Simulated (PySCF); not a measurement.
Telling isomers of C$_{4}$H$_{4}$O apart by NMR

Method: coordinates at the PBE0-D3(BJ)/def2-SVP level, GIAO PBE0/pcSseg-1 shieldings, spin–spin couplings from B3LYP/pcJ-1, in PySCF 2.14.0 with density-fitted response routines (no relativistic terms, one computed conformer, one averaged value for each set of equivalent atoms, no solvent).

Scale: TMS for 1H, 13C (reference shieldings calculated alike). Multiplet labels drop J under 1 Hz and among equivalent protons, and merge close values. Unscaled 3J(H,H) run several per cent high. Shifts are as computed. Against solution values, carbons near 30 ppm lie about +2 ppm off and those near 130 ppm about +5 ppm (rms about the fit 1.9 ppm; single classes can miss by 10 ppm). Of 1328 compounds with measured shifts, 309 miss one by over three times the rms of a fit or turn the order of signals round; such compounds aren't used in these exercises. Signals without a measured value on file couldn't be tested in this way; 1H shifts scatter by 0.2 ppm about their fit, and single ones miss by 0.5 ppm.

(1) Tabulate the signals of `O=CC1=CC1`, `O=C1C=CC1` and their relative energies.

(2) What is the quickest way to tell O=CC1=CC1 from O=C1C=CC1?

Results:

(1) 
```tsv
SMILES	carbon types	δC	δH	E rel. (kcal/mol)
O=CC1=CC1	1×C 2×CH 1×CH2	185.1, 135.3, 121.4, 10.5	10.20 (s, 1H), 8.14 (s, 1H), 1.63 (s, 2H)	32.5
O=C1C=CC1	1×C 2×CH 1×CH2	188.2, 173.1, 149.7, 52.3	8.35 (dt, 1H), 6.29 (dt, 1H), 3.23 (t, 2H)	0.0
```

Energies are electronic energies at PBE0/pcSseg-1 on these geometries, without zero-point or thermal terms, each for the one conformer computed, which needn't be the lowest.

(2) Both give the same number of carbon signals, with the same numbers of each carbon type, so the positions decide. The first has an α carbon of a C=C–C=O unit (C) at 121.4 ppm, the second a ketone carbonyl carbon (C) at 188.2 ppm. Their most deshielded carbons lie at 185.1 and 188.2 ppm. In the proton spectra the most deshielded non-exchanging signals are 10.20 (s, 1H) and 8.35 (dt, J = 3.2, 1.5 Hz, 1H).
